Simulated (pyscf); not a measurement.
H₂N–SiH₂–NH–SiH₂–NH–SiH₂• + H₂ -> H₂N–SiH₂–NH–SiH₂–NH₂ + SiH₃• (four-centre exchange; doublet surface; N–Si, H–H broken, H–N, H–Si formed). Single points on ωB97X-D3(BJ)/def2-SVP structures (PySCF, gas phase). Energies in kcal/mol from the separated reactants.

| level | barrier | reaction energy |
|---|---|---|
| PBE/def2-TZVP | … | +8.5 |
| B3LYP-D3(BJ)/def2-TZVP | 41.3 | +10.8 |
| PBE0-D3(BJ)/def2-TZVP | 37.6 | +9.1 |
| M06-2X/def2-TZVP | 43.4 | +11.2 |
| ωB97M-D3(BJ)/def2-TZVP | 41.1 | +9.3 |
| HF/def2-TZVP | … | … |

Q: What belongs in the gaps?

A: 
- PBE/def2-TZVP, barrier: 36.1
- HF/def2-TZVP, barrier: 60.9
- HF/def2-TZVP, reaction energy: +4.7

The functionals in the table span 7.3 kcal/mol in this barrier, from PBE to M06-2X. At the saddle there is also a short H–Si contact that neither side keeps. This is the saddle that the search found; another between the same sides may lie lower.
